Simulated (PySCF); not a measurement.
Compound: AlH₆N.
Bonds: N1–Al2. Hydrogens: H3, H4, H5 on N1; H6, H7, H8 on Al2.

Level of theory: PySCF 2.14.0, PBE0-D3(BJ)/def2-SVP geometry optimisation, gas phase.

(1) What internal coordinates does the optimisation give?

## Answers

(1) 
```tsv
bond	length (Å)
N1–Al2	2.074
N1–H3, N1–H4, N1–H5	1.021
Al2–H6, Al2–H7, Al2–H8	1.607
```

Bonds in one row agree within 0.01 Å and their mean is given. A selection of angles:
```tsv
angle	degrees
Al2–N1–H3	111.5
H3–N1–H4	107.3
N1–Al2–H6	99.1
H6–Al2–H7	117.5
```

Al2 (aluminium bonded to N and 3 H) is distorted tetrahedral (angles from 99.1° to 117.5°). N1 (nitrogen bonded to Al and 3 H) is tetrahedral (angles from 107.3° to 111.6°).

Point group: C3v (every atom within 0.08 Å of its image). No frequency check.

The run took 6.4 s of wall time on one thread, Arm Neoverse V1 (aarch64) (shared host), and the process peaked at 0.29 GiB of memory. This is the geometry optimisation.
